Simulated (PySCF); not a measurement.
**Telling isomers of C$_{2}$H$_{2}$N$_{2}$O apart by NMR**

- coordinates at the PBE0-D3(BJ)/def2-SVP level
- shieldings: GIAO PBE0/pcSseg-1
- J: B3LYP/pcJ-1
- code: PySCF 2.14.0 with density-fitted response routines
- non-relativistic, averaged over atoms made equivalent by symmetry, fast rotation or ring inversion, in vacuum, single conformer

Scale: $^{1}$H (σ = 31.27 ppm), $^{13}$C (σ = 184.41 ppm) against TMS (reference shieldings calculated alike). Multiplet labels drop J under 1 Hz and among equivalent protons, and merge close values. Unscaled 3J(H,H) run several per cent high. Acid and N–H amide carbonyl carbons lie up to 10 ppm further downfield in solution (hydrogen bonding). Shifts are as computed. Against solution values, carbons near 30 ppm lie about +2 ppm off and those near 130 ppm about +5 ppm. Of 1211 compounds with measured shifts, 218 miss one by over three times the rms of a fit or turn the order of signals round; such compounds aren't used in these exercises. Groups on amide-type nitrogens are kept apart (slow C–N rotation). OH and NH positions are gas-phase values without hydrogen bonding to other molecules.

(1) Tabulate the signals of `N#CC(N)=O`, `c1ncon1` and their relative energies.

(2) What is the quickest way to tell N#CC(N)=O from c1ncon1?

Answers

(1) 
```tsv
SMILES	carbon types	δC	δH	E rel. (kcal/mol)
N#CC(N)=O	2×C	144.7, 116.1	5.05 (br, 1H), 4.60 (br, 1H)	0.0
c1ncon1	2×CH	169.3, 162.4	8.56 (s, 1H), 8.42 (s, 1H)	23.8
```

Energies are electronic energies at PBE0/pcSseg-1 on these geometries, without zero-point or thermal terms, each for the one conformer computed, which needn't be the lowest.

(2) Both give the same number of carbon signals, but DEPT or the intensities differ. The first has an acyl cyanide carbonyl carbon (C) at 144.7 ppm, the second an aromatic CH between two ring heteroatoms at 169.3 ppm.
